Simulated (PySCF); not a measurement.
Compound: C₂H₃Cl₃.
Z-matrix (Å and degrees, PBE0-D3(BJ)/def2-TZVP geometry), rows numbered from 1:
```
C 
C   1  1.5072
Cl  2  1.7751  1  110.07
Cl  2  1.7751  1  110.06  3   120.01
Cl  2  1.7757  1  110.04  3  -119.99
H   1  1.0901  2  109.31  3  -179.93
H   1  1.0896  2  109.36  3    60.15
H   1  1.0897  2  109.36  3   -60.05
```

Level: wB97X-D/pcSseg-2 in PySCF, non-relativistic, on one gas-phase PBE0-D3(BJ)/def2-TZVP geometry that isn't relaxed in the solvent. The solvent is an IEF-PCM continuum (van der Waals radii × 1.2). Only the electrostatic response of the medium enters.

Gas phase at wB97X-D/pcSseg-2: HOMO -10.63 eV, LUMO 1.11 eV, dipole 1.91 D.

Task: What does the continuum do to the energy, the frontier levels and the dipole at wB97X-D/pcSseg-2 in chloroform?

Result: 
```tsv
solvent	ε	E(solvent) − E(gas) (kcal/mol)	polarisation term (kcal/mol)	distortion of the solute (kcal/mol)	HOMO (eV)	LUMO (eV)	dipole (D)
chloroform	4.711	-1.79	-1.97	0.18	-10.65	1.14	2.33
```

The polarisation term is half the interaction of the solute with the surface charges that it induces; the rest is the cost of distorting the solute's density. The sum is the electrostatic part of solvation alone.

Task: Which radius a makes the point-dipole formula ΔE = −[(ε − 1)/(2ε + 1)]·μ²/a³ give the value in chloroform, with the gas-phase dipole?

Result: μ = 0.752 au and |ΔE| = 0.00285 Eh give a = 2.19 Å; the farthest nucleus lies 2.10 Å from the centroid of the nuclei. The formula assumes a rigid point dipole at the centre of a sphere.

wB97X-D is run here without its empirical dispersion term; that term would change no orbital, density or response property at a fixed geometry.
